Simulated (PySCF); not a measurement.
Below is a simulated gas-phase P 2p photoelectron spectrum of `O=[PH2]O`.

Every computed line was given a Gaussian of 1.0 eV full width at half maximum and an area set by the number of equivalent atoms (split 2:1 within a doublet); the highest printed point is 100. Computed, not measured: PySCF 2.14.0, delta-SCF UKS SCAN, pcX-2 on the ionised atom, pcseg-1 elsewhere, spin-free X2C.

| binding energy (eV) | intensity |
| --- | --- |
| 138.2 | 0 |
| 138.3 | 1 |
| 138.4 | 1 |
| 138.5 | 2 |
| 138.6 | 4 |
| 138.7 | 8 |
| 138.8 | 13 |
| 138.9 | 20 |
| 139.0 | 29 |
| 139.1 | 41 |
| 139.2 | 54 |
| 139.3 | 68 |
| 139.4 | 80 |
| 139.5 | 91 |
| 139.6 | 97 |
| 139.7 | 100 |
| 139.8 | 99 |
| 139.9 | 94 |
| 140.0 | 88 |
| 140.1 | 81 |
| 140.2 | 75 |
| 140.3 | 69 |
| 140.4 | 64 |
| 140.5 | 60 |
| 140.6 | 54 |
| 140.7 | 48 |
| 140.8 | 41 |
| 140.9 | 34 |
| 141.0 | 27 |
| 141.1 | 20 |
| 141.2 | 14 |
| 141.3 | 10 |
| 141.4 | 6 |
| 141.5 | 4 |
| 141.6 | 2 |
| 141.7 | 1 |
| 141.8 | 1 |
| 141.9 | 0 |
| 142.0 | 0 |

Task: Count the maxima, the lines and the sites behind this envelope.

Result: The curve has 1 maximum (at 139.7 eV). Under it lie 2 lines from 1 inequivalent phosphorus site, drawn as a 2p3/2, 2p1/2 pair. At this width some lines have no maximum of their own.

Task: Decompose the envelope and assign each component. Numbering: `[O:1]=[PH2:2][OH:3]`.

Result: 
| position (eV) | relative area | line | atoms | environment |
| --- | --- | --- | --- | --- |
| 139.65 | 0.67 | P 2p3/2 | P2 | phosphoryl phosphorus |
| 140.54 | 0.33 | P 2p1/2 | P2 | phosphoryl phosphorus |

The curve has no shake-up lines and no vibrational structure. For 2p shells one spin-free hole was relaxed; a mean-field spin–orbit operator and the ground-state splitting of the three 2p orbitals were then diagonalised within the shell. The shell's mean is (2 × 2p3/2 + 2p1/2)/3, and the degeneracies 2j + 1 give areas of 2:1. 2p1/2 minus 2p3/2 (ligand field included): P 0.89 eV. Geometry: PBE0-D3(BJ)/def2-SVP, one conformer, isolated molecule.

The values belong to the conformer `[O:1]=[PH2:2][OH:3]`: H–O3–P2–O1 180°.
